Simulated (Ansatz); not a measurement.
# CHAlSi (SMILES [C]1#[Si][AlH]1): functionals against CCSD(T) at one geometry

How do the functionals fare away from a minimum? The structure is a structure displaced at random from a GFN2-xTB minimum.

Computed with Ansatz 0.2.0, Gaussian basis. Level: single points in def2-TZVPP.

Correlated methods freeze the cores.

## 1. Starting geometry

SMILES `[C]1#[Si][AlH]1`, 4 atoms, charge 0, spin multiplicity 1.

Atoms are counted from 1 here; the program's logs count them from 0.

Bond lengths: C1–Si2 1.797 Å, C1–Al3 1.789 Å, Si2–Al3 2.571 Å, Al3–H4 1.915 Å. Angles: Si2–C1–Al3 91.6°, C1–Si2–Al3 44.1°, C1–Al3–Si2 44.3°, C1–Al3–H4 162.5°, Si2–Al3–H4 152.3°.

Geometry (Å):

```mol
CHAlSi
  3D, bonds by distance, orders not assigned

  4  4  0  0  0  0  0  0  0  0999 V2000
    0.3106    0.7738    1.0975 C   0  0
    0.7292   -0.8869    1.6405 Si  0  0
   -0.1509    0.1813   -0.5258 Al  0  0
   -0.8831    0.0770   -2.2927 H   0  0
  1  2  8  0
  1  3  8  0
  2  3  8  0
  3  4  8  0
M  END
```

## 2. CCSD(T)/def2-TZVPP

run/in.yaml

```yaml
crystal:
  periodic: [false, false, false]
  atoms:
    - {symbol: C, position_ang: [0.310600, 0.773800, 1.097500]}
    - {symbol: Si, position_ang: [0.729200, -0.886900, 1.640500]}
    - {symbol: Al, position_ang: [-0.150900, 0.181300, -0.525800]}
    - {symbol: H, position_ang: [-0.883100, 0.077000, -2.292700]}
basis:
  gaussian: {orbitals: def2-TZVPP}
correlation: {method: ccsd_t}
output: {forces: true}
```

No record of the launch command was kept for these runs.

## 3. PBE0-D4/def2-TZVPP

run/in.yaml, as its differences from that of step 2:

```diff
@@ -9,3 +9,3 @@
   gaussian: {orbitals: def2-TZVPP}
-correlation: {method: ccsd_t}
-output: {forces: true}
+hamiltonian: {xc: pbe0, dispersion: d4}
+output: {forces: true, orbitals: {seedname: orbitals}}
```

## 4. wB97M-V/def2-TZVPP

run/in.yaml, as its differences from that of step 3:

```diff
@@ -9,3 +9,3 @@
   gaussian: {orbitals: def2-TZVPP}
-hamiltonian: {xc: pbe0, dispersion: d4}
-output: {forces: true, orbitals: {seedname: orbitals}}
+hamiltonian: {xc: {name: wB97M-V}}
+output: {forces: true}
```

## 5. r2SCAN-D4/def2-TZVPP

run/in.yaml, as its differences from that of step 4:

```diff
@@ -9,3 +9,3 @@
   gaussian: {orbitals: def2-TZVPP}
-hamiltonian: {xc: {name: wB97M-V}}
+hamiltonian: {xc: r2scan, dispersion: d4}
 output: {forces: true}
```

## 6. PBE-D4/def2-TZVPP

run/in.yaml, as its differences from that of step 5:

```diff
@@ -9,3 +9,3 @@
   gaussian: {orbitals: def2-TZVPP}
-hamiltonian: {xc: r2scan, dispersion: d4}
+hamiltonian: {xc: pbe, dispersion: d4}
 output: {forces: true}
```

## 7. SPW92/def2-TZVPP

run/in.yaml, as its differences from that of step 6:

```diff
@@ -9,3 +9,3 @@
   gaussian: {orbitals: def2-TZVPP}
-hamiltonian: {xc: pbe, dispersion: d4}
+hamiltonian: {xc: lda}
 output: {forces: true}
```

## 8. BHLYP-D4/def2-TZVPP

run/in.yaml, as its differences from that of step 7:

```diff
@@ -9,3 +9,3 @@
   gaussian: {orbitals: def2-TZVPP}
-hamiltonian: {xc: lda}
+hamiltonian: {xc: {name: BHLYP}, dispersion: d4}
 output: {forces: true}
```

(Steps that only read results are left out.)

What does the calculation give? Wanted: energy less free atoms, CCSD(T)/def2-TZVPP; RMS force component; RMS force error; HOMO and LUMO, PBE0-D4; T1 diagnostic.

The runs gave:

```
                                  quantity                                                                                          value
energy less free atoms, CCSD(T)/def2-TZVPP                                                                                     -11.188 eV
                       RMS force component                                                           1.311 to 1.643 eV/Å over the methods
                           RMS force error  PBE0-D4 0.269, wB97M-V 0.389, r2SCAN-D4 0.202, PBE-D4 0.145, SPW92 0.297, BHLYP-D4 0.487 eV/Å
                    HOMO and LUMO, PBE0-D4                                                                             -6.71 and -2.51 eV
                             T1 diagnostic                                                                                          0.022
```

Against CCSD(T) the functionals' energies less atoms differ by -2.394 to +0.586 eV, PBE-D4 by -0.837 eV. CCSD(T) in triple zeta still lacks some correlation energy of the bonds, so part of these gaps is its own basis error and they don't rank the functionals. For forces PBE-D4 does best and BHLYP-D4 worst. The restricted Hartree–Fock reference is unstable towards an unrestricted one at one or more of these structures.
